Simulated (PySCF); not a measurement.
**Telling isomers of C₅H₉F apart by NMR**

All values are calculated (PySCF 2.14): J couplings at B3LYP/pcJ-1 (spin–dipole term left out of most H,H and C,H couplings), NMR shieldings at PBE0/pcSseg-1/GIAO, geometry: PBE0-D3(BJ)/def2-SVP. Non-relativistic Hamiltonian, a single conformation, no solvent, averaged over atoms made equivalent by symmetry, fast rotation or ring inversion.

δ = σ(ref) − σ, references computed at the same level: $^{1}$H and $^{13}$C vs TMS. Multiplet labels drop J under 1 Hz and among equivalent protons, and merge close values. Unscaled 3J(H,H) run several per cent high. One-bond C–F couplings are unscaled and too large by tens of Hz. Shifts are as computed. Against solution values, carbons near 30 ppm lie about +2 ppm off and those near 130 ppm about +5 ppm. Of 1211 compounds with measured shifts, 218 miss one by over three times the rms of a fit or turn the order of signals round; such compounds aren't used in these exercises.

(1) Tabulate the signals of `C/C=C(\C)CF`, `C/C=C(/F)CC` and their relative energies.

(2) What is the quickest way to tell C/C=C(\C)CF from C/C=C(/F)CC?

Answers

(1) 
```tsv
SMILES	carbon types	δC	δH	E rel. (kcal/mol)
C/C=C(\C)CF	1×C 1×CH 1×CH2 2×CH3	136.6, 124.2, 86.2, 15.0, 12.1	5.90 (m, 1H), 4.67 (d of quint of q, 2H), 1.82 (dtq, 3H), 1.54 (d of d of sext, 3H)	3.4
C/C=C(/F)CC	1×C 1×CH 1×CH2 2×CH3	169.5, 105.6, 23.3, 13.5, 13.0	5.07 (dq, 1H), 2.12 (dqq, 2H), 1.66 (ddt, 3H), 1.09 (t, 3H)	0.0
```

Energies are electronic energies at PBE0/pcSseg-1 on these geometries, without zero-point or thermal terms, each for the one conformer computed, which needn't be the lowest.

(2) Both give the same number of carbon signals, with the same numbers of each carbon type, so the positions decide. The first has an allylic sp3 CH2 bonded to F at 86.2 ppm, the second an allylic sp3 CH2 at 23.3 ppm. Their most deshielded carbons lie at 136.6 and 169.5 ppm. In the proton spectra the most deshielded non-exchanging signals are 5.90 (m, 1H) and 5.07 (dq, J = 21.0, 8.5 Hz, 1H).
